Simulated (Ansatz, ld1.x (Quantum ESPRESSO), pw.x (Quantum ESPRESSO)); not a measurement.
## From atom to crystal: PAW potential for Rh (Z = 45)

| Item | Value |
| --- | --- |
| Element | rhodium (Rh) |
| Generator | ld1.x (Quantum ESPRESSO) 7.5 |
| Type | PAW |
| Functional | LDA (PW92) |
| Relativity | scalar-relativistic |
| Frozen core | [Ar] 3d10 |
| Valence charge | 17 |
| Reference configuration | 4s2 4p6 4d8 5s1 5p0 |
| Partial waves | 4s (bound): rcut 1.25, rcutus 1.45 bohr; 5s (bound): rcut 1.25, rcutus 1.45 bohr; 4p (bound): rcut 1.45, rcutus 1.50 bohr; 5p (bound, empty): rcut 1.45, rcutus 1.50 bohr; 4d (bound): rcut 1.40, rcutus 1.70 bohr; 4d channel at 0.7 Ry: rcut 1.40, rcutus 1.70 bohr |
| Local potential | all-electron potential smoothed inside 1.15 bohr (lloc = -1) |
| Core correction | Bessel-smoothed model core inside 1.45 bohr |
| Augmentation charge | BESSEL, radius 1.20 bohr |

Atomic tests: cutoffs needed: 40 Ry and 80 Ry (the cutoffs (Ry, on a coarse ladder) from which the occupation-weighted sum of valence levels, in a spherical-Bessel basis at the reference potential, stays within 10 and 1 mRy of its value at 400 Ry); ghost test: no extra level below or beside the all-electron valence levels (s, p, d, f tested) (spherical-Bessel basis up to 400 Ry, 20 bohr box); largest excitation error: -28 meV (all-electron minus pseudo) for 4s1 4p6 4d8 5s1 5p0, out of 7 test configurations.

Crystal test: fcc Rh in pw.x 7.5, no spin, 15³ k-points, Fermi–Dirac smearing 0.01 Ry, cutoffs 100/800 Ry. The reference is all-electron LAPW (Ansatz 0.2.0) with the same functional, mesh and smearing; V0 and B0 come from Birch–Murnaghan fits to the pressures at five volumes. Errors are pseudo minus all-electron; Δ is the rms difference of the E(V) curves that follow from these fits, minima aligned, over ±6 % about the mean V0. Mesh and smearing are coarse, so the numbers serve the comparison and aren't converged zero-temperature values; the lattice is a test structure that the element need not adopt.

```
V (Å³/atom)  P all-electron (GPa)  P pseudo (GPa)
     12.630                 17.11           18.26
     12.963                  7.40            8.45
     13.295                 -0.94            0.04
     13.627                 -8.09           -7.18
     13.960                -14.22          -13.36
```

All-electron: a0 = 3.757 Å (V0 = 13.25 Å³/atom), B0 = 313.3 GPa.

Pseudopotential: mean pressure error (GPa): +0.99; a0 (Å): 3.761; a0 error (%): +0.10; B0 error (%): -0.7; Δ (meV/atom): 2.9.

**Question.** At the middle volume, how do free energy and pressure move when the wave cutoff is lowered (ecutrho held at 800 Ry)?

**Answer.**

| cutoff (Ry) | shift of F (meV/atom) | shift of P (GPa) |
| --- | --- | --- |
| 45 | +128.1 | -1.35 |
| 60 | +30.9 | -1.85 |
| 80 | +7.5 | +0.08 |

The run at the middle volume (120 k-points, 8 iterations) took about 34 s on one core of a shared host (Neoverse-V1, 32 threads, 247 GiB, load 8).
